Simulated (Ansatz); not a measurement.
Steps of a relaxation of `BCCl` with RKS PBE0-D4/def2-TZVP.

```sh
$ ansatz run in.yaml --threads 2 --pin off --events-out ev --progress --plain --max-ram 4352MiB
```

```yaml
crystal:
  periodic: [false, false, false]
  atoms:
    - {symbol: B, position_ang: [-0.688476, -0.011938, -0.636365]}
    - {symbol: C, position_ang: [0.447445, -0.091957, 0.426034]}
    - {symbol: Cl, position_ang: [1.402460, 1.406973, 0.731483]}
    - {symbol: H, position_ang: [-1.331216, -1.028848, -0.840549]}
    - {symbol: H, position_ang: [-0.945914, 0.999840, -1.256339]}
    - {symbol: H, position_ang: [1.154592, -0.903118, 0.134105]}
    - {symbol: H, position_ang: [0.022408, -0.438853, 1.395830]}
basis:
  gaussian: {orbitals: def2-TZVP}
hamiltonian: {xc: pbe0, dispersion: d4}
relax: {f_tol: 0.005, max_steps: 150}
```

Positions (Å) and forces (eV/Å) along the path, 6 of 6 steps:

```xyz
7
step=1 energy=-14294.9640 eV
B    -0.688   -0.012   -0.636   -0.175    0.076   -0.195
C     0.447   -0.092    0.426    0.103   -0.384    0.213
Cl    1.402    1.407    0.731   -0.274   -0.435   -0.084
H    -1.331   -1.029   -0.841    0.287    0.407    0.116
H    -0.946    1.000   -1.256    0.113   -0.413    0.263
H     1.155   -0.903    0.134   -0.288    0.487    0.141
H     0.022   -0.439    1.396    0.235    0.263   -0.454
7
step=2 energy=-14294.9919 eV
B    -0.686   -0.011   -0.637   -0.084   -0.024   -0.041
C     0.442   -0.102    0.423    0.113   -0.033    0.090
Cl    1.386    1.391    0.724   -0.084   -0.143   -0.022
H    -1.321   -1.014   -0.833    0.070    0.116    0.014
H    -0.938    0.991   -1.245    0.044   -0.119    0.079
H     1.154   -0.892    0.135   -0.119    0.141    0.044
H     0.025   -0.431    1.388    0.059    0.062   -0.163
7
step=3 energy=-14294.9944 eV
B    -0.689   -0.012   -0.633    0.033   -0.019   -0.032
C     0.441   -0.101    0.422    0.028    0.066    0.020
Cl    1.384    1.386    0.724   -0.030   -0.037   -0.014
H    -1.318   -1.011   -0.834   -0.011    0.001    0.013
H    -0.932    0.984   -1.240   -0.015    0.019    0.003
H     1.149   -0.886    0.135    0.005   -0.018   -0.008
H     0.026   -0.428    1.381   -0.010   -0.013    0.019
7
step=4 energy=-14294.9947 eV
B    -0.686   -0.013   -0.636    0.013   -0.001    0.012
C     0.443   -0.100    0.422   -0.011   -0.001   -0.010
Cl    1.383    1.385    0.722    0.001    0.004   -0.001
H    -1.317   -1.011   -0.833   -0.001   -0.001    0.000
H    -0.935    0.986   -1.238    0.000    0.001    0.000
H     1.150   -0.888    0.137   -0.002   -0.001    0.000
H     0.024   -0.427    1.380   -0.001   -0.001   -0.002
7
step=5 energy=-14294.9947 eV
B    -0.686   -0.013   -0.636    0.006    0.001    0.005
C     0.443   -0.100    0.421   -0.003    0.001   -0.003
Cl    1.383    1.385    0.721   -0.001   -0.001    0.000
H    -1.317   -1.011   -0.834   -0.001   -0.002    0.000
H    -0.936    0.986   -1.236   -0.001    0.001   -0.001
H     1.150   -0.889    0.138    0.000    0.000   -0.001
H     0.024   -0.427    1.380   -0.001    0.001   -0.001
7
step=6 energy=-14294.9947 eV
B    -0.686   -0.013   -0.635    0.002    0.001    0.001
C     0.443   -0.100    0.421    0.000    0.000    0.000
Cl    1.384    1.385    0.721    0.000    0.000    0.000
H    -1.316   -1.011   -0.834    0.000   -0.001    0.000
H    -0.936    0.986   -1.236   -0.001    0.000    0.000
H     1.149   -0.889    0.138    0.000    0.000    0.000
H     0.023   -0.426    1.380    0.000    0.000    0.000
```

Run time 13 s (2 threads of an Arm Neoverse V1 on a shared host); peak host memory 0.2 GiB.
